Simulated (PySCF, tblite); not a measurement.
## A complex of hydrogen sulfide and water

A gas-phase complex of hydrogen sulfide and water; neutral, singlet. The structure comes from a short search (6 tight-binding starts) and was relaxed by PBE0-D3(BJ)/def2-TZVPD; another way of binding may lie lower. Frequencies by PBE0-D3(BJ)/def2-TZVPD show no clear imaginary mode.

Parts: 1 = hydrogen sulfide (S), atoms 1–3; 2 = water (O), atoms 4–6.

```csv
atom,part,x (Å),y (Å),z (Å)
S1,1,-0.046,0.646,-0.074
H2,1,-1.079,-0.205,-0.007
H3,1,0.857,-0.341,0.088
O4,2,2.348,-1.876,0.324
H5,2,2.934,-2.034,-0.420
H6,2,2.919,-1.839,1.096
```

Contacts between parts, classed by geometry: H3···O4 2.152 Å (hydrogen bond, 178°).

Interaction energies are complex less parts, with the parts frozen as they stand in it; counterpoise-corrected, in kcal/mol (PySCF). The CCSD(T) estimate is Hartree-Fock/aug-cc-pVQZ, plus the MP2 correlation part extrapolated as X⁻³ from aug-cc-pVTZ and aug-cc-pVQZ, plus CCSD(T) less MP2 in aug-cc-pVDZ; noble-gas cores are frozen. It isn't the exact limit.

Q: Give the interaction energy at each level run.

A: 
| level | interaction | superposition error removed |
| --- | --- | --- |
| Hartree-Fock/aug-cc-pVQZ | -1.05 | - |
| wB97M-D3(BJ)/def2-TZVPD | -2.56 | -0.06 |
| PBE0-D3(BJ)/def2-TZVPD | -3.00 | -0.07 |
| MP2/aug-cc-pVQZ | -2.75 | -0.19 |
| CCSD(T), estimated basis limit | -2.61 | - |

Q: What holds them together? Decompose the wB97M-D3(BJ)/def2-TZVPD energy: frozen parts, their antisymmetrised product, then relaxation.

A: electrostatic -4.9, Pauli repulsion +4.7, orbital relaxation -1.8, dispersion correction -0.6 kcal/mol, which sum to the value before the counterpoise correction; the Pauli term holds the exchange-correlation of the frozen density too. Of the attraction, 66 % is electrostatic, 25 % is orbital relaxation, 8 % is dispersion correction.

The parts were also relaxed and run alone, at the levels used for the complex: vibrations by PBE0-D3(BJ)/def2-TZVPD; shieldings by PBE0/pcSseg-2; core levels by delta-SCF with SCAN, pcX-2 on the ionised atom and pcseg-1 elsewhere, spin-free X2C (2p3/2 is the spin-free 2p value less a third of a first-order spin-orbit splitting).

Q: How do these values change when the complex forms?

A: 
| property | alone | in the complex | change |
| --- | --- | --- | --- |
| S1–H3 bond (Å) | 1.342 | 1.348 | +0.006 |
| stretch carried by H3 (cm⁻¹, harmonic) | 2724, 2738 | 2659 | -72 from the mean |
| its infrared intensity (km/mol) | 0, 0 | 155 |  |
| shielding of H3 (ppm) | 30.49 | 27.85 | -2.64 |
| shielding of O4 (ppm) | 329.1 | 318.6 | -10.6 |
| shielding of S1 (ppm) | 712.6 | 726.3 | +13.6 |
| S1 2p3/2 core level (eV) | 170.37 | 169.57 | -0.80 |
| O4 1s core level (eV) | 539.76 | 540.15 | +0.39 |

Q: What are the binding energy from relaxed parts (wB97M-D3(BJ)/def2-TZVPD), and ΔH and ΔG of association at 298.15 K and 1 atm?

A: -2.53 kcal/mol, -1.22 with zero-point energy; ΔH -1.2 and ΔG +4.2 kcal/mol, from harmonic vibrations by PBE0-D3(BJ)/def2-TZVPD with low modes damped.
